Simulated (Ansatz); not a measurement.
A run of Ansatz (development build ahead of 0.2.0) on doublet C2H3N(+) at this shape:

```yaml
atoms:
  - { symbol: C, position_ang: [0.6681, 0.6387, 0.7548] }
  - { symbol: C, position_ang: [-0.1321, -0.1349, -0.1475] }
  - { symbol: N, position_ang: [-0.8211, -0.8104, -0.9477] }
  - { symbol: H, position_ang: [0.9803, 1.5485, 0.2672] }
  - { symbol: H, position_ang: [0.0409, 0.8819, 1.6276] }
  - { symbol: H, position_ang: [1.5145, 0.0465, 1.0742] }
```

Its results:

| Property | Result |
| --- | --- |
| Converged | yes |
| Total energy | -131.41518 hartree |
| Spin squared of the determinant | 0.890 |
| Stability test | minimum |

Forces (eV/Å):
```csv
atom,Fx,Fy,Fz
C1,-0.179,-0.133,-0.055
C2,-2.593,-2.493,-2.925
N3,2.500,2.486,2.981
H4,0.062,0.516,-0.202
H5,-0.084,-0.076,-0.045
H6,0.294,-0.301,0.246
```

Which input gives this output? Name the method, the orbitals and the basis set, and write the input.

UHF in def2-SVP.

```yaml
crystal:
  periodic: [false, false, false]
  atoms:
    - { symbol: C, position_ang: [0.66811, 0.6387, 0.75475] }
    - { symbol: C, position_ang: [-0.13207, -0.13486, -0.14754] }
    - { symbol: "N", position_ang: [-0.82106, -0.8104, -0.94772] }
    - { symbol: H, position_ang: [0.98027, 1.54851, 0.26716] }
    - { symbol: H, position_ang: [0.04086, 0.88191, 1.62757] }
    - { symbol: H, position_ang: [1.51451, 0.04652, 1.07417] }
basis:
  gaussian: { orbitals: def2-SVP }
total_charge: 1
magnetization:
  spin_polarized: true
  initial_magnetization: 1
hamiltonian:
  xc: hf
output:
  forces: true
```

Caution: the unrestricted determinant is spin contaminated.
